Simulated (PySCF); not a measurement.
Family: cyclo[n]carbon rings. Isolated molecules, 0 K electronic values unless said otherwise. Each species was relaxed from one start; no search for lower structures was made at this level. Strings in code marks are SMILES.

The vertical ionisation energy (Delta-SCF) from two functionals at the same geometries (CAM-B3LYP-D3(BJ)/def2-SVP), both in PySCF: PBE-D3(BJ)/def2-SVP and PBE0-D3(BJ)/def2-SVP. Delta-SCF ions had no search for a lower state. 

| species | PBE-D3(BJ)/def2-SVP (eV) | PBE0-D3(BJ)/def2-SVP (eV) |
|---|---|---|
| cyclo[12]carbon `C1#CC#CC#CC#CC#CC#C1` | 8.04 | 8.33 |
| cyclo[16]carbon `C1#CC#CC#CC#CC#CC#CC#CC#C1` | 7.60 | 7.92 |
| cyclo[24]carbon `C1#CC#CC#CC#CC#CC#CC#CC#CC#CC#CC#CC#C1` | 7.21 | 7.63 |
| cyclo[28]carbon `C1#CC#CC#CC#CC#CC#CC#CC#CC#CC#CC#CC#CC#CC#C1` | 7.08 | 7.53 |

Over these rows, drawn at random from the members with no instability flagged (it was tested for open shells, ions and some series alone), PBE minus PBE0-D3(BJ): mean -0.37 eV, from -0.45 eV to -0.29 eV.
